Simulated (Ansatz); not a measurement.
**CH₃FO (SMILES OCF): a relaxed scan of the bond length O1–C2**

An exercise on one series of results from a longer session: the logs are not shown, and one member is left open.

The runs use Ansatz 0.2.0, Gaussian basis; single points in def2-TZVPP.

Levels: PBE-D4, r2SCAN-D4, PBE0-D4, B3LYP-D4, wB97M-V, Hartree-Fock, MP2, CCSD, CCSD(T). The scan takes 1.346, 1.423, 1.505, 1.592, 1.684, 1.781 Å.

Correlated methods freeze the cores. B3LYP uses VWN-RPA correlation.

39 further runs of the same task are left out: 39 set aside as unsound or not needed.

## Starting geometry

6 atoms, charge 0, spin multiplicity 1.

Atoms are counted from 1 here; the program's logs count them from 0.

Bond lengths: O1–C2 1.393 Å, O1–H4 0.998 Å, C2–F3 1.370 Å, C2–H5 1.104 Å, C2–H6 1.087 Å. Angles: C2–O1–H4 97.7°, O1–C2–F3 107.0°, O1–C2–H5 108.2°, O1–C2–H6 110.5°, F3–C2–H5 110.2°, F3–C2–H6 109.1°, H5–C2–H6 111.9°.

Geometry (Å):

```
O    -0.5310   -0.8601   -0.4915
C     0.3116    0.0063    0.2021
F    -0.2220    1.2624    0.0859
H    -1.1787   -0.1781   -0.8240
H     1.3083   -0.0290   -0.2721
H     0.3539   -0.2655    1.2535
```

Set-up of the first run:

pre/in.yaml

```yaml
crystal:
  periodic: [false, false, false]
  atoms:
    - {symbol: O, position_ang: [-0.531000, -0.860100, -0.491500]}
    - {symbol: C, position_ang: [0.311600, 0.006300, 0.202100]}
    - {symbol: F, position_ang: [-0.222000, 1.262400, 0.085900]}
    - {symbol: H, position_ang: [-1.178700, -0.178100, -0.824000]}
    - {symbol: H, position_ang: [1.308300, -0.029000, -0.272100]}
    - {symbol: H, position_ang: [0.353900, -0.265500, 1.253500]}
basis:
  gaussian: {orbitals: def2-SVP}
hamiltonian: {xc: pbe, dispersion: d4}
relax: {f_tol: 0.03, max_steps: 250}
```

The command line of these runs was not kept.

Steps of the session up to this table: A first relaxation in a small basis; Finding the minimum; The minimum at every level; O1–C2 = 1.346 Å; O1–C2 = 1.423 Å; O1–C2 = 1.505 Å; O1–C2 = 1.592 Å; O1–C2 = 1.684 Å; O1–C2 = 1.781 Å.

One of the session's tables, all rows but one given; the rest of the session is left out.

Energies less that of the minimum at the same level (meV):

```
bond length (Å)  PBE-D4  PBE0-D4  B3LYP-D4  wB97M-V  Hartree-Fock
          1.346      20       10        16       15             3
1.370 (minimum)       0        0         0        0             0
          1.423      19       44        30       34            67
          1.505     172      243       203      222           316
          1.592       ?        ?         ?        ?             ?
          1.684     767      952       848      924          1177
          1.781    1142     1391      1251     1368          1708
```

**Question.** Estimate the row for bond length (Å) = 1.592.

Worked estimate for «PBE-D4». A straight line through the neighbours (1.505, 172) and (1.684, 767) gives 172 + (767 − 172) × (1.592 − 1.505) / (1.684 − 1.505) = 461; a parabola fitted to 4 rows on both sides gives 434.

As computed: PBE-D4: 434; PBE0-D4: 559; B3LYP-D4: 488; wB97M-V: 531; Hartree-Fock: 701. In «PBE-D4» the line misses by +27 and the parabola by +0.
